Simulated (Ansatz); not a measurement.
# AlH₃S₂ (SMILES [SH][AlH][SH]): single points off equilibrium

One table from this session's results is given with a row withheld; the runs are named, their logs left out.

Computed with Ansatz 0.2.0, Gaussian basis. Level: single points in def2-TZVPP.

Cores are frozen in the correlated methods.

## The system as given

SMILES `[SH][AlH][SH]`, 6 atoms, charge 0, spin multiplicity 1.

Atoms are counted from 1 here; the program's logs count them from 0.

Bond lengths: S1–Al2 2.068 Å, S1–H4 1.342 Å, Al2–S3 2.179 Å, Al2–H5 1.637 Å, S3–H6 1.167 Å. Angles: Al2–S1–H4 85.4°, S1–Al2–S3 126.2°, S1–Al2–H5 126.5°, S3–Al2–H5 107.3°, Al2–S3–H6 106.7°.

As a file:

```xyz
6
AlH3S2
S    -1.2713   -1.1896   -1.1834
Al    0.3198   -0.0682   -0.4839
S     1.2630   -0.2540    1.4719
H    -2.0272   -0.4139   -0.3907
H     1.0913    1.1328   -1.2852
H     0.6198    0.3753    2.2157
```

Set-up of the first run:

Contents of run/in.yaml:

```yaml
crystal:
  periodic: [false, false, false]
  atoms:
    - {symbol: S, position_ang: [-1.271300, -1.189600, -1.183400]}
    - {symbol: Al, position_ang: [0.319800, -0.068200, -0.483900]}
    - {symbol: S, position_ang: [1.263000, -0.254000, 1.471900]}
    - {symbol: H, position_ang: [-2.027200, -0.413900, -0.390700]}
    - {symbol: H, position_ang: [1.091300, 1.132800, -1.285200]}
    - {symbol: H, position_ang: [0.619800, 0.375300, 2.215700]}
basis:
  gaussian: {orbitals: def2-TZVPP}
correlation: {method: ccsd_t}
output: {forces: true}
```

No record of the launch command was kept for these runs.

Among the steps run: CCSD(T)/def2-TZVPP; PBE0-D4/def2-TZVPP; wB97M-V/def2-TZVPP; r2SCAN-D4/def2-TZVPP; PBE-D4/def2-TZVPP; B97M-V/def2-TZVPP; HSE06-D4/def2-TZVPP.

One of the session's tables, all rows but one given; the rest of the session is left out.

```
   method  RMS force component (eV/Å)  angle to CCSD(T) forces (°)  dipole (D)
  CCSD(T)                       2.592                    reference        1.50
  PBE0-D4                       2.615                          1.9        1.53
  wB97M-V                           ?                            ?           ?
r2SCAN-D4                       2.605                          1.5        1.54
   PBE-D4                       2.678                          3.0        1.48
   B97M-V                       2.562                          2.0        1.58
 HSE06-D4                       2.616                          1.9        1.52
```

**Question.** Estimate the row for wB97M-V.

**Answer.** RMS force component (eV/Å): 2.577; angle to CCSD(T) forces (°): 1.3; dipole (D): 1.52. In the column «RMS force component (eV/Å)» it lies between B97M-V (2.562) and CCSD(T) (2.592).
